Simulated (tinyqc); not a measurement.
RKS/LDA (PW92) in the sto-6g basis, for H2O, spin multiplicity 1, step by step. Computed by tinyqc, a small Python program that keeps every step (integrals from PySCF). Settings: charge = 0, multiplicity = 1, basis = sto-6g, energy threshold = 1e-10, iteration cap = 70, orthogonalisation = symmetric, start = core, DIIS depth = 0, method = RKS, functional = lda,pw, grid = [10, 50]. Command: `OMP_NUM_THREADS=1 python tinyqc.py 28011 28012 out.jsonl` (the two numbers bound the seeds that draw the settings). One thread of a shared host (Intel(R) Xeon(R) Processor @ 2.60GHz), about 0.7 s of CPU time with the checks.

Geometry (angstrom):

| atom | x | y | z |
|---|---|---|---|
| O | 0.000000 | 0.000000 | 0.000000 |
| H | 0.000000 | 1.006000 | 0.697000 |
| H | 0.000000 | -1.084000 | 0.751000 |

Stop when the energy changes by less than 1e-10 hartree and every element of the error matrix X^T (F D S - S D F) X is below 3e-06.

Course of the cycle:

| iteration | E (hartree) | change | largest element of the error matrix |
|---|---|---|---|
| 1 | -73.80168528 | - | 4.56e-01 |
| 2 | -74.03338806 | -2.32e-01 | 6.96e-01 |
| 3 | -74.28796278 | -2.55e-01 | 5.85e-01 |
| 4 | -74.08466426 | 2.03e-01 | 7.00e-01 |
| 5 | -74.29651425 | -2.12e-01 | 5.86e-01 |
| 6 | -74.08507479 | 2.11e-01 | 7.00e-01 |
| 7 | -74.29659594 | -2.12e-01 | 5.87e-01 |
| 8 | -74.08507830 | 2.12e-01 | 7.00e-01 |
| 9 | -74.29659674 | -2.12e-01 | 5.87e-01 |
| 10 | -74.08507832 | 2.12e-01 | 7.00e-01 |
| 11 | -74.29659675 | -2.12e-01 | 5.87e-01 |
| 12 | -74.08507832 | 2.12e-01 | 7.00e-01 |
| 13 | -74.29659675 | -2.12e-01 | 5.87e-01 |
| 14 | -74.08507832 | 2.12e-01 | 7.00e-01 |
| ... | ... | ... | ... |
| 57 | -74.29659675 | -2.12e-01 | 5.87e-01 |
| 58 | -74.08507832 | 2.12e-01 | 7.00e-01 |
| 59 | -74.29659675 | -2.12e-01 | 5.87e-01 |
| 60 | -74.08507832 | 2.12e-01 | 7.00e-01 |
| 61 | -74.29659675 | -2.12e-01 | 5.87e-01 |
| 62 | -74.08507832 | 2.12e-01 | 7.00e-01 |
| 63 | -74.29659675 | -2.12e-01 | 5.87e-01 |
| 64 | -74.08507832 | 2.12e-01 | 7.00e-01 |
| 65 | -74.29659675 | -2.12e-01 | 5.87e-01 |
| 66 | -74.08507832 | 2.12e-01 | 7.00e-01 |
| 67 | -74.29659675 | -2.12e-01 | 5.87e-01 |
| 68 | -74.08507832 | 2.12e-01 | 7.00e-01 |
| 69 | -74.29659675 | -2.12e-01 | 5.87e-01 |
| 70 | -74.08507832 | 2.12e-01 | 7.00e-01 |

Can the last value be used, and what does the course show?

Not by the stop rule. Not converged within the cap of 70 iterations: the residual has stopped falling: the iteration swings between two states. Reruns (cap 100 unless said): DIIS 8: converged in 11; damping 0.5: converged in 35; level shift 0.5: converged in 20; atomic densities as start, DIIS 8: converged in 10; the original settings with a cap of 400: not converged. PySCF RKS in the same basis, fine grid = -75.38615333 hartree, which differs from a converged run on this coarse grid by the grid error.
